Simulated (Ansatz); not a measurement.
# The cluster GaP₂: the relaxed shape and its frontier levels

What does the cluster GaP₂ look like as a doublet, and where do its frontier electrons sit?

Computed with Ansatz 0.2.0, Gaussian basis. Level: UKS PBE0-D4/def2-TZVP.

Plan: relaxation at PBE0-D4/def2-TZVP; a single point at PBE0-D4/def2-TZVP.

1 further run of the same task is left out (set aside as unsound or not needed). Runs told in other sessions of the task aren't counted.

## Step 1: Where the work starts

3 atoms, charge 0, spin multiplicity 2.

Atoms are counted from 1 here; the program's logs count them from 0.

Bond lengths: Ga1–P2 2.623 Å, Ga1–P3 2.624 Å, P2–P3 1.989 Å. Angles: P2–Ga1–P3 44.6°, Ga1–P2–P3 67.8°, Ga1–P3–P2 67.7°.

Coordinates:

```xyz
3
GaP2
Ga   -1.2957    0.8095    0.5340
P     1.2161    0.0663    0.3996
P     0.0796   -0.8758   -0.9336
```

The start is a GFN1-xTB geometry.

## Step 2: Optimising with PBE0-D4/def2-TZVP

in.yaml reads:

```yaml
crystal:
  periodic: [false, false, false]
  atoms:
    - {symbol: Ga, position_ang: [-1.295700, 0.809460, 0.533950]}
    - {symbol: P, position_ang: [1.216090, 0.066310, 0.399640]}
    - {symbol: P, position_ang: [0.079610, -0.875770, -0.933590]}
basis:
  gaussian: {orbitals: def2-TZVP}
magnetization: {spin_polarized: true, initial_magnetization: 1}
hamiltonian: {xc: pbe0, dispersion: d4}
scf: {lower_state_search: "off"}
output: {orbitals: {seedname: orbitals}}
relax: {f_tol: 0.02, max_steps: 100}
```

Launch:

```
> ansatz run in.yaml --threads 4 --pin off --events-out ev --progress --plain --max-ram 3916MiB
```

The runs that follow: Single point, PBE0-D4/def2-TZVP.

Q: Predict the results of all the runs planned. Wanted: point group; commonest bond; HOMO, LUMO at PBE0-D4/def2-TZVP; ⟨S²⟩; dipole at PBE0-D4/def2-TZVP.

**Answer**, as computed:

```
                                         quantity                           value
                                      point group                             C2v
                                   commonest bond  Ga–P, 2 of mean length 2.612 Å
HOMO, LUMO at PBE0-D4/def2-TZVP (over both spins)                 -5.75, -3.24 eV
                                             ⟨S²⟩                           0.757
                      dipole at PBE0-D4/def2-TZVP                          1.01 D
```

In words: The molecule keeps its bonding pattern by the stored test; the atoms moved 0.01 Å (rms). No usable vibrations, so a minimum isn't proven. The alpha HOMO lies nearest to P2, P3 about 36 % each; Ga1 28 % and the alpha LUMO to P2, P3 about 49 % each (shares on a coarse grid); over both spins the LUMO of beta spin, not drawn, take the frontier's place. Whether this spin is the lowest isn't tested here.
